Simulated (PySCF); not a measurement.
Name the molecule from its bond curve

A diatomic of charge +1 contains Mg. Its triplet curve at TPSSh in a double-zeta basis (no relativity, PySCF), in eV from the separated fragments:

(R (Å), E (eV)): (2.122, -0.994), (2.220, -1.319), (2.319, -1.495), (2.393, -1.556), (2.467, -1.571), (2.541, -1.553), (2.640, -1.490), (2.763, -1.376), (2.911, -1.217), (3.108, -1.004)

The fit gives ωe = 358 cm⁻¹ and the rotational constant Bₑ = 0.2061 cm⁻¹.

Which atom is the partner?

The minimum lies at 2.460 Å, so the reduced mass is 16.8576 u Å² cm⁻¹/(Bₑ·Re²) = 13.52 u. With Mg at 23.99 u the partner weighs about 31.0 u: P. The molecule is MgP⁺.

The state was picked by a PBE0 search and need not be the measured ground state.
